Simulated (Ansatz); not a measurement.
# CH3Cl2: the cost of one run

Computed with Ansatz 0.2.0, Gaussian basis. Level: PBE0-D4/def2-SVP, unrestricted.

20 further runs of the same task are left out: 20 set aside as unsound or not needed.

## 1. The system as given

The first end: 6 atoms, charge 0, spin multiplicity 2.

Atoms are counted from 1 here; the program's logs count them from 0.

Bond lengths: H1–C2 1.161 Å, C2–Cl3 1.733 Å, C2–H5 1.087 Å, C2–H6 1.087 Å. Angles: H1–C2–Cl3 107.9°, H1–C2–H5 106.2°, H1–C2–H6 106.2°, Cl3–C2–H5 111.2°, Cl3–C2–H6 111.2°, H5–C2–H6 113.6°.

As a file:

```tsv
atom	x (Å)	y (Å)	z (Å)
H1	-0.4231	0.3257	0.4212
C2	0.3210	-0.2657	-0.2463
Cl3	0.1568	0.3134	-1.8713
Cl4	-1.4004	0.9958	1.7190
H5	1.3128	-0.0583	0.1472
H6	0.0328	-1.3109	-0.1699
```

The second end:

```xyz
6

H    -0.7419    0.5395    0.8635
C     0.5381   -0.4325   -0.4635
Cl    0.1773    0.3081   -1.9327
Cl   -1.4999    1.0860    1.7643
H     1.4293   -0.0986    0.0492
H     0.0970   -1.4024   -0.2808
```

## 2. The band at PBE0-D4/def2-SVP

Contents of neb/in.yaml:

```yaml
crystal:
  periodic: [false, false, false]
  atoms:
    - {symbol: H, position_ang: [-0.423065, 0.325693, 0.421206]}
    - {symbol: C, position_ang: [0.321037, -0.265696, -0.246295]}
    - {symbol: Cl, position_ang: [0.156795, 0.313430, -1.871286]}
    - {symbol: Cl, position_ang: [-1.400397, 0.995820, 1.719037]}
    - {symbol: H, position_ang: [1.312781, -0.058326, 0.147190]}
    - {symbol: H, position_ang: [0.032849, -1.310920, -0.169852]}
basis:
  gaussian: {orbitals: def2-SVP}
magnetization: {spin_polarized: true, initial_magnetization: 1}
hamiltonian: {xc: pbe0, dispersion: d4}
neb:
  images: 5
  climbing: true
  max_iterations: 40
  initial_path: idpp
  final_atoms:
    - {symbol: H, position_ang: [-0.741856, 0.539463, 0.863520]}
    - {symbol: C, position_ang: [0.538119, -0.432540, -0.463518]}
    - {symbol: Cl, position_ang: [0.177330, 0.308087, -1.932723]}
    - {symbol: Cl, position_ang: [-1.499871, 1.086009, 1.764313]}
    - {symbol: H, position_ang: [1.429270, -0.098621, 0.049241]}
    - {symbol: H, position_ang: [0.097007, -1.402397, -0.280834]}
```

Run with:

```sh
$ ansatz run in.yaml --threads 2 --pin off --events-out ev --progress --plain --max-ram 4352MiB
```

**Question.** How long does this run take on 2 threads of Arm Neoverse V1, shared host?

About 98 s.
